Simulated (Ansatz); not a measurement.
Calculated with Ansatz (gas phase, PBE0-D4/def2-TZVP geometries, no zero-point term in ΔE). CCSD(T)/CBS adds triple-zeta CCSD(T) − MP2 to the extrapolated MP2 energy (def2 sets, frozen cores). This one scheme is used for every species. Functionals use def2-TZVPP. One conformer a species, not always the lowest.

`CNC(S)S` + H–F → `FC(S)S` + CH₃NH₂  (substitution at a C–N bond)

```tsv
level	ΔE (kJ/mol)
BLYP-D4	31.0
r2SCANh-D4	31.5
PBE0	28.5
r2SCAN0	30.5
BHLYP	18.2
MP2/def2-SVP	52.9
SCS-MP2/def2-TZVPP	41.3
CCSD(T)/def2-TZVPP	40.4
```

Question: What does CCSD(T)/CBS give? (Estimate.)

Answer: The calculation gave: +42.7 kJ/mol. The listed levels differ from it by -11.7, -11.2, -14.2, -12.2, -24.5, 10.2, -1.4, -2.3 kJ/mol.

Question: What do rigid-rotor, harmonic-oscillator terms from PBE0-D4/def2-TZVP frequencies (298.15 K, 1 bar) make of the CCSD(T)/CBS value? (Best estimate.)

Answer: Ansatz gave: ΔZPE = +3.7 kJ/mol, ΔH = +44.1 kJ/mol, ΔS = 30 J/(mol·K), ΔG = +35.2 kJ/mol.

Largest T1 diagnostic among the species: 0.012.

Leaving LDA and LC-ωPBE aside and taking each functional with its dispersion term where it has one, the values, not all of them listed here, spread over 16.6 kJ/mol, from B97M-V to revPBE-D4. LDA lies +17.9 kJ/mol from PBE without D4. In def2-TZVPP, CCSD(T) changes the Hartree–Fock value by +31.8 kJ/mol (the triples alone add +4.8 kJ/mol) and MP2 by +44.8 kJ/mol. From r2SCAN to r2SCAN0 (25 % exact exchange), in def2-TZVPP and without D4, ΔE moves by +3.3 kJ/mol.
